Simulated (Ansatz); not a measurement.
**A relaxation, step by step**

Si2H7, doublet, PBE0-D4/def2-TZVP (Ansatz 0.2.0). Settings:

```yaml
hamiltonian: {xc: pbe0, dispersion: d4}
relax: {f_tol: 0.005, max_steps: 200}
```

Start, a step off a saddle point along its unstable mode:

| atom | x (Å) | y (Å) | z (Å) |
| --- | --- | --- | --- |
| H1 | 0.0269 | 0.1123 | 0.2769 |
| Si2 | 0.1542 | 0.6275 | 1.5542 |
| Si3 | -0.1710 | -0.6945 | -1.7209 |
| H4 | -0.4244 | 2.0062 | 1.6481 |
| H5 | 1.5915 | 0.7136 | 1.9681 |
| H6 | -0.5534 | -0.2269 | 2.5611 |
| H7 | 0.8347 | -1.7757 | -1.8230 |
| H8 | 0.1023 | 0.4310 | -2.6425 |
| H9 | -1.5608 | -1.1934 | -1.8220 |

| step | energy less the last (meV) | largest force component (eV/Å) |
| --- | --- | --- |
| 1 | 391.6 | 3.394 |
| 2 | 105.9 | 0.739 |
| 3 | 32.7 | 0.124 |
| 4 | 7.8 | 0.092 |
| 5 | 4.9 | 0.180 |
| 6 | 0.7 | 0.027 |
| 7 | 0.1 | 0.014 |
| 8 | 0.0 | 0.007 |
| 9 | 0.0 | 0.001 |

Step 4, positions (Å) and forces (eV/Å):

| atom | x | y | z | Fx | Fy | Fz |
| --- | --- | --- | --- | --- | --- | --- |
| H1 | 0.058 | 0.240 | 0.592 | 0.000 | 0.000 | 0.000 |
| Si2 | 0.195 | 0.793 | 1.965 | 0.009 | 0.037 | 0.092 |
| Si3 | -0.214 | -0.867 | -2.149 | 0.000 | -0.002 | -0.005 |
| H4 | -0.390 | 2.158 | 2.016 | 0.001 | -0.011 | -0.015 |
| H5 | 1.632 | 0.863 | 2.336 | -0.007 | -0.006 | -0.016 |
| H6 | -0.518 | -0.081 | 2.931 | 0.001 | -0.003 | -0.018 |
| H7 | 0.782 | -1.960 | -2.292 | 0.014 | -0.019 | -0.009 |
| H8 | 0.055 | 0.235 | -3.107 | 0.003 | 0.014 | -0.021 |
| H9 | -1.600 | -1.380 | -2.292 | -0.022 | -0.010 | -0.009 |

Step 7, positions (Å) and forces (eV/Å):

```csv
atom,x,y,z,Fx,Fy,Fz
H1,0.072,0.297,0.735,0.000,-0.001,-0.002
Si2,0.209,0.851,2.107,0.000,0.000,0.001
Si3,-0.231,-0.937,-2.322,-0.001,-0.003,-0.007
H4,-0.377,2.213,2.154,-0.006,0.012,-0.002
H5,1.646,0.919,2.474,0.014,0.000,0.001
H6,-0.504,-0.026,3.069,-0.007,-0.010,0.007
H7,0.764,-2.031,-2.467,0.002,-0.001,0.002
H8,0.038,0.164,-3.283,0.001,0.002,0.000
H9,-1.618,-1.450,-2.468,-0.002,0.000,0.001
```

Step 8, positions (Å) and forces (eV/Å):

| atom | x | y | z | Fx | Fy | Fz |
| --- | --- | --- | --- | --- | --- | --- |
| H1 | 0.074 | 0.304 | 0.752 | 0.000 | 0.000 | -0.001 |
| Si2 | 0.211 | 0.858 | 2.125 | 0.000 | 0.001 | 0.002 |
| Si3 | -0.233 | -0.945 | -2.343 | -0.001 | -0.003 | -0.007 |
| H4 | -0.376 | 2.221 | 2.171 | -0.002 | 0.004 | -0.001 |
| H5 | 1.648 | 0.926 | 2.491 | 0.004 | 0.000 | 0.000 |
| H6 | -0.503 | -0.020 | 3.087 | -0.002 | -0.003 | 0.002 |
| H7 | 0.762 | -2.040 | -2.488 | 0.000 | 0.001 | 0.002 |
| H8 | 0.036 | 0.155 | -3.305 | 0.000 | 0.000 | 0.002 |
| H9 | -1.620 | -1.459 | -2.489 | 0.001 | 0.001 | 0.002 |

Last step (9):

```csv
atom,x (Å),y (Å),z (Å)
H1,0.0748,0.3071,0.7590
Si2,0.2116,0.8604,2.1315
Si3,-0.2337,-0.9492,-2.3519
H4,-0.3755,2.2236,2.1773
H5,1.6491,0.9288,2.4975
H6,-0.5020,-0.0176,3.0934
H7,0.7613,-2.0435,-2.4965
H8,0.0354,0.1520,-3.3129
H9,-1.6210,-1.4618,-2.4973
```

Hardware: 2 CPU threads of an Arm Neoverse V2, shared host. Wall time about 19 s.
